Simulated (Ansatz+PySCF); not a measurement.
A calculation with PySCF 2.14.0.

```python
from pyscf import gto, scf

mol = gto.M(atom="""
C -0.009320 -0.003350 0.001420
C 1.411220 -0.004340 -0.008450
C -0.707040 1.220270 -0.008900
C -0.706960 -1.233140 -0.005580
H 1.984400 -0.930260 -0.001510
H 1.969670 0.943520 0.000360
H -1.808430 1.240170 -0.001070
H -0.168990 2.184000 -0.003380
H -1.791300 -1.248010 -0.004450
H -0.186820 -2.177630 0.002660
""", basis='def2-svp', charge=0, spin=2)
mf = scf.UHF(mol)
mf.init_guess = '1e'
mf.kernel()
while True:  # follow internal instabilities
    mo, _, stable, _ = mf.stability(return_status=True)
    if stable: break
    mf.kernel(mf.make_rdm1(mo, mf.mo_occ))
print(mf.converged, mf.e_tot, mf.spin_square()[0])
```

The script is written out from the run's settings.

Output:

```
Converged                       : yes
Total energy                    : -154.78810 hartree
Spin squared of the determinant : 2.200
```

Caution: the unrestricted determinant is spin contaminated.
